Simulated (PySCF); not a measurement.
# Choosing a basis for TDDFT

2-chloroethanol, C₂H₅ClO.
SMILES: `OCCCl`

TDDFT with PBE0 (PySCF), vertical singlets, core orbitals frozen in the response, spherical d and f functions. Isolated species at its PBE0-D3(BJ)/def2-SVP geometry (one conformer only).

**Question.** How do the low singlets change with the basis? Take 6-31G*, def2-SVP, def2-SVPD and def2-TZVP.

**Answer.** 

| basis | functions | diffuse | S1 (eV) | S2 (eV) | S3 (eV) | S4 (eV) | S5 (eV) | LUMO (eV) | α (au) |
| --- | --- | --- | --- | --- | --- | --- | --- | --- | --- |
| 6-31G* | 70 | no | 7.30 | 7.71 | 8.02 | 8.70 | 9.22 | 0.88 | 34.6 |
| def2-SVP | 85 | no | 7.56 | 7.87 | 8.21 | 8.32 | 8.90 | 1.15 | 34.6 |
| def2-SVPD | 130 | yes | 7.18 | 7.45 | 7.56 | 7.81 | 8.20 | 0.29 | 45.6 |
| def2-TZVP | 160 | no | 7.29 | 7.54 | 7.91 | 7.94 | 8.61 | 0.63 | 41.4 |

States are compared by their number. Against the only diffuse basis here (def2-SVPD, itself not a converged limit), sets without diffuse functions differ by up to 0.38 eV in S1 and 1.01 eV in S5. State by state, the largest deviation of a set without diffuse functions is S1 0.38, S2 0.42, S3 0.66, S4 0.89, S5 1.01 eV. The same number needn't mean the same state in each row. Against def2-SVPD the polarisability deviates by -24% in 6-31G*, -24% in def2-SVP, -9% in def2-TZVP.
